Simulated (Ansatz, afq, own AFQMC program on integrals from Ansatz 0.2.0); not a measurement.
H2O + HO, doublet: a scan with AFQMC

```xyz
5

O    -1.1019    0.0004    0.0000
H    -1.3512    0.9270    0.0000
H    -0.1423    0.0004    0.0000
O     1.1101    0.0004    0.0000
H     1.3620   -0.9396    0.0000
```

A hydrogen atom is moved from one rigid fragment to the other; the O1–H3 distance tells how far. The two fragments are held close together, so this isn't a minimum-energy path and the start is a compressed complex. Energies in kcal/mol count from this geometry (0.960 Å) at the same level; the start stands on UHF, each point on the determinant named.

Basis cc-pVTZ. Noble-gas cores (and the filled d shells of Ga–Kr and In–Xe) are frozen. AFQMC by an in-house program on the Cholesky factors that Ansatz 0.2.0 writes for its CCSD(T) run. ph-AFQMC/CISD is guided by a CISD state made of CCSD amplitudes; releasing the constraint for a short imaginary time cuts its bias at the price of noise, slowly where states lie close. ± is one standard error of the sampling.

```tsv
r(O1–H3) / Å	det.	T1	weight	⟨S²⟩	CCSD(T)	ph-AFQMC/CISD	B2PLYP	B3LYP
1.035	UHF	0.025	0.87	0.78	0.7	1.1 ± 0.2	-0.6	-1.4
1.072	UHF	0.021	0.87	0.79	1.3	2.1 ± 0.2	-0.6	-1.4
1.110	UHF	0.016	0.88	0.79	1.5	1.8 ± 0.2	-0.5	-1.4
1.147	UHF	0.022	0.87	0.78	1.3	1.8 ± 0.2	-0.6	-1.4
1.222	UHF	0.023	0.88	0.77	0.2	0.3 ± 0.3	-0.4	-0.8
```

Weight is that of the determinant in the CISD state; at the start T1 is 0.021 and the weight 0.88, and ⟨S²⟩ is 0.76. Largest departures from phaseless AFQMC with a CISD trial: CCSD(T) -0.8 kcal/mol at 1.072 (on UHF), B2PLYP -2.6 kcal/mol at 1.072, B3LYP -3.5 kcal/mol at 1.072. The walk's constraint bias lies outside its error bars, so these are departures and not errors. Functionals count only at points shown to share the start's state and spin.

Some points may be missing: those where a free walk finds a much lower state, and past Zn most of those on another determinant than at the start.

A walk keeps the symmetry of its determinant, which the program's search chose and which needn't be the lowest solution, so a lower state of the same spin and another symmetry isn't excluded.
